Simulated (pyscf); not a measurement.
Structures and frequencies: ωB97X-D3(BJ)/def2-SVP in PySCF. MP2 and CC: frozen core, UHF for open shells. ΔMP2 is the change of the MP2 total energy from the triple- to the quadruple-zeta basis.

### Question
For the elementary gas-phase step `[CH2]=[CH][CH2][OH]` -> `[CH]#[CH]` + `[CH3][OH]` (singlet surface; C–C, C–H broken, C–H formed), what barrier and reaction energy does CCSD(T)/def2-TZVPP + ΔMP2(QZVPP) give, measured from the reactant's lowest minimum found?…

### Answer
ΔE‡ = 4.88 eV, ΔE = +1.73 eV. Zero-point energy shifts the barrier by -0.18 eV. It is an elimination, with an imaginary mode of 1151i cm⁻¹. At the saddle there is also a short C–H contact that neither side keeps. The same reactants have a lower exit, to •H₂C–CH=CH₂ + OH• (no saddle counted: cutting one bond costs +3.63 eV at ωB97M-D3(BJ), against +4.85 eV here). H₂C=CH–CH₂–OH lies 0.46 eV over its isomer H₂C=C(CH₃)–OH, and others may lie lower still (electronic energy, ωB97M-D3(BJ)). This is the saddle that the search found; another between the same sides may lie lower. The CCSD(T) − MP2 part came from Ansatz, without density fitting, on the same reference.
